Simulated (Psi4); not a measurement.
This Psi4 input (PBE/6-311G**) gives -93.30960 Eh with 42 basis functions.

```
memory 2025 MB

molecule {
0 1
C    -0.00000000   -0.00000000   -0.73641303
N     0.00000000    0.00000000    0.42763309
H     0.00000000    0.00000000    1.42504654
}

set {
  basis 6-311g**
  scf_type df
}

energy('pbe')
print_variables()
```

Change:
```diff
- basis 6-311g**
+ basis cc-pvqz
```

Question: What does the run give now?

Answer: -93.32730 Eh (PBE/cc-pVQZ, 140 functions), a change of -17.70 mEh.
